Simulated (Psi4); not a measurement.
Process, species as SMILES: S=C=S + 4 [H][H] (H2) → C (CH4) + 2 S (H2S)
B3LYP-D3(BJ)/def2-TZVP geometries, fixed; electronic energies without zero-point terms.
Largest species:
```xyz
5

C      0.0000     0.0000     0.0000
H      0.6205     0.6269     0.6390
H     -0.6429    -0.6249     0.6185
H      0.6369    -0.6328    -0.6166
H     -0.6146     0.6308    -0.6409
```
Charge 0, spin multiplicity 1.

Basis-set convergence of the energy of full hydrogenation at PBE0 with Psi4. Cartesian d functions, on some or all atoms, in 6-31G*, 6-31+G*; all else is spherical. Density fitting with the program's default auxiliary sets. Psi4's default fitting sets serve the pcseg sets less well. No added dispersion term, no relativity. Functions are those of the species that has most. Reference: the value in aug-cc-pV(Q+d)Z, -76.35 kcal/mol, itself unsure by roughly 0.22 kcal/mol (its mean distance from def2-QZVPPD, def2-QZVPP, cc-pV(Q+d)Z). Deviations are taken from unrounded values.

```
basis            functions  energy of full hydrogenation (kcal/mol)
---------------  ---------  ---------------------------------------
def2-SVP                50                                   -79.42
def2-SVPD               74                                   -86.73
pcseg-1                 50                                   -78.84
aug-pcseg-1             77                                   -80.25
6-31G*                  53                                   -71.51
6-31+G*                 65                                   -72.77
cc-pV(D+d)Z             60                                   -78.14
aug-cc-pV(D+d)Z         87                                   -81.85
6-311G**                70                                   -77.46
6-311+G**               82                                   -76.82
pcseg-2                 98                                   -76.12
aug-pcseg-2            146                                   -76.77
def2-TZVP              105                                   -73.88
def2-TZVPD             129                                   -75.20
cc-pV(T+d)Z            108                                   -75.96
aug-cc-pV(T+d)Z        156                                   -76.88
def2-TZVPP             115                                   -75.52
def2-TZVPPD            139                                   -76.48
cc-pV(Q+d)Z            183                                   -76.05
aug-cc-pV(Q+d)Z        264                                   -76.35
pcseg-3                192                                   -76.22
aug-pcseg-3            281                                   -76.27
def2-QZVPP             197                                   -76.06
def2-QZVPPD            221                                   -76.27
```

What the diffuse functions change, pair by pair:
- def2-SVP to def2-SVPD: 24 more functions, deviation -3.07 to -10.38 kcal/mol
- pcseg-1 to aug-pcseg-1: 27 more functions, deviation -2.49 to -3.90 kcal/mol
- 6-31G* to 6-31+G*: 12 more functions, deviation 4.84 to 3.58 kcal/mol
- cc-pV(D+d)Z to aug-cc-pV(D+d)Z: 27 more functions, deviation -1.79 to -5.49 kcal/mol
- 6-311G** to 6-311+G**: 12 more functions, deviation -1.11 to -0.46 kcal/mol
- pcseg-2 to aug-pcseg-2: 48 more functions, deviation 0.23 to -0.41 kcal/mol
- def2-TZVP to def2-TZVPD: 24 more functions, deviation 2.47 to 1.15 kcal/mol
- cc-pV(T+d)Z to aug-cc-pV(T+d)Z: 48 more functions, deviation 0.40 to -0.52 kcal/mol
- def2-TZVPP to def2-TZVPPD: 24 more functions, deviation 0.83 to -0.12 kcal/mol
- cc-pV(Q+d)Z to aug-cc-pV(Q+d)Z: 81 more functions, deviation 0.31 to 0.00 kcal/mol
- pcseg-3 to aug-pcseg-3: 89 more functions, deviation 0.13 to 0.08 kcal/mol
- def2-QZVPP to def2-QZVPPD: 24 more functions, deviation 0.29 to 0.08 kcal/mol

Leaving out the reference's own pair, they bring the value nearer the reference by more than 0.22 kcal/mol in 4 of 11 pairs.
